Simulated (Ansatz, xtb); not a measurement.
**C4H6O2: which of two isomers lies lower**

Structure X is `C[C@@H]1OC=C1O`, a singlet and structure Y is `CC1=C(O)CO1`, a singlet. Both are isolated molecules in the gas phase, relaxed with r2SCAN-D4/def2-SVP; the shapes shown needn't be the lowest conformers.

X (Å):

```tsv
atom	x (Å)	y (Å)	z (Å)
C	1.0414	0.7160	1.3211
C	1.1346	-0.4378	0.3587
C	1.3356	-0.3212	-1.6203
C	0.2377	-0.4571	-0.8502
O	2.2688	-0.2891	-0.5697
O	-1.1028	-0.5613	-0.9247
H	1.0121	1.6674	0.7692
H	0.1259	0.6303	1.9280
H	1.9078	0.7231	2.0004
H	1.2238	-1.4113	0.8732
H	1.6474	-0.2486	-2.6636
H	-1.3667	-0.5269	-1.8545
```

Y (Å):

| atom | x (Å) | y (Å) | z (Å) |
| --- | --- | --- | --- |
| C | 0.3538 | 0.2738 | 1.7269 |
| C | 0.5176 | -0.0105 | 0.2906 |
| C | 1.4439 | -0.0012 | -0.6916 |
| C | 0.3991 | -0.5929 | -1.6125 |
| O | 2.7792 | 0.2158 | -0.7544 |
| O | -0.5324 | -0.5224 | -0.4899 |
| H | -0.4604 | 0.9990 | 1.8937 |
| H | 0.0985 | -0.6424 | 2.2860 |
| H | 1.2870 | 0.6865 | 2.1347 |
| H | 2.9651 | 0.8201 | -1.4865 |
| H | 0.5546 | -1.6401 | -1.9216 |
| H | 0.0350 | 0.0094 | -2.4629 |

Quicker runs give these differences E(Y) − E(X): GFN2-xTB −0.98 kcal/mol; HF/STO-3G −1.78 kcal/mol (at GFN2-xTB geometries); r2SCAN-D4/def2-SVP//GFN2-xTB +0.73 kcal/mol.

Task: Estimate which is lower in electronic energy at CCSD(T)/def2-SVP + ΔMP2/def2-TZVPP, and by roughly how much.

Result: CCSD(T)/def2-SVP + ΔMP2/def2-TZVPP gives E(Y) − E(X) = −1.50 kcal/mol, favouring structure Y, but this leans on the basis-set step: CCSD(T) alone gives −0.72 kcal/mol.

Level by level:

```json
{"level": "GFN2-xTB", "geometry": "GFN2-xTB", "E(Y) − E(X) (kcal/mol)": "−0.98", "departure from the last row (kcal/mol)": "+0.52", "job, with rough time for the two": "optimisation, 0.34 s"}
{"level": "HF/STO-3G", "geometry": "GFN2-xTB", "E(Y) − E(X) (kcal/mol)": "−1.78", "departure from the last row (kcal/mol)": "−0.27", "job, with rough time for the two": "single point, 1.1 s"}
{"level": "r2SCAN-D4/def2-SVP//GFN2-xTB", "geometry": "GFN2-xTB", "E(Y) − E(X) (kcal/mol)": "+0.73", "departure from the last row (kcal/mol)": "+2.24", "job, with rough time for the two": "single point, 6.9 s"}
{"level": "r2SCAN-D4/def2-SVP", "geometry": "r2SCAN-D4/def2-SVP", "E(Y) − E(X) (kcal/mol)": "−1.22", "departure from the last row (kcal/mol)": "+0.28", "job, with rough time for the two": "optimisation, 2 min"}
{"level": "HF/def2-SVP", "geometry": "r2SCAN-D4/def2-SVP", "E(Y) − E(X) (kcal/mol)": "−2.09", "departure from the last row (kcal/mol)": "−0.58", "job, with rough time for the two": "part of the CCSD(T) run"}
{"level": "MP2/def2-SVP", "geometry": "r2SCAN-D4/def2-SVP", "E(Y) − E(X) (kcal/mol)": "−0.62", "departure from the last row (kcal/mol)": "+0.89", "job, with rough time for the two": "part of the CCSD(T) run"}
{"level": "CCSD(T)/def2-SVP", "geometry": "r2SCAN-D4/def2-SVP", "E(Y) − E(X) (kcal/mol)": "−0.72", "departure from the last row (kcal/mol)": "+0.79", "job, with rough time for the two": "single point"}
{"level": "CCSD(T)/def2-SVP + ΔMP2/def2-TZVPP", "geometry": "r2SCAN-D4/def2-SVP", "E(Y) − E(X) (kcal/mol)": "−1.50", "departure from the last row (kcal/mol)": "", "job, with rough time for the two": "single point, 1.7 min"}
```

As drawn, both hold the same kinds of bond in the same numbers.

r2SCAN-D4/def2-SVP//GFN2-xTB puts the two in the other order. The largest departure from CCSD(T)/def2-SVP + ΔMP2/def2-TZVPP is that of r2SCAN-D4/def2-SVP//GFN2-xTB, 2.24 kcal/mol. The last row adds to CCSD(T) the change of the MP2 difference between the two basis sets, here −0.79 kcal/mol.

With thermal terms from frequencies at re-optimised GFN2-xTB minima (ideal gas, soft modes damped towards free rotors, one conformer each, 298.15 K, 1 atm): the zero-point term adds −0.45 kcal/mol; ΔH is −1.65 and ΔG −2.53 kcal/mol.

The correlated steps freeze 6 core orbitals. Mirror images aren't counted in ΔG. Codes used: Ansatz 0.2.0, xtb 6.7.1; the last row on 2 threads of Intel(R) Xeon(R) Processor @ 2.50GHz (Skylake/Cascade Lake) on a shared host.
